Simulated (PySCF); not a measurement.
All values below come from PBE-D3(BJ)/def2-TZVP // PBE0-D4/def2-TZVP (PySCF). Gas-phase values, no solvent. Excitations are Tamm–Dancoff values on a coarser integration grid. The basis has no diffuse functions, so Rydberg states are missing or too high.

Reference species (SMILES): `ClB(Cl)Cl` (neutral, multiplicity 1).

The S1 excitation (TDA) comes out as 5.12 eV and the S1 oscillator strength comes out as 0.000.

Changed species: `BrB(Cl)Br` (2 of 3 Cl replaced by Br; the reference has 0 of 3 Cl replaced by Br).

**Question.** Predict the effect on the S1 excitation (TDA) and S1 oscillator strength.

**Answer.** the S1 excitation (TDA) drops by 0.73 eV, to 4.39 eV; the S1 oscillator strength is nearly the same.
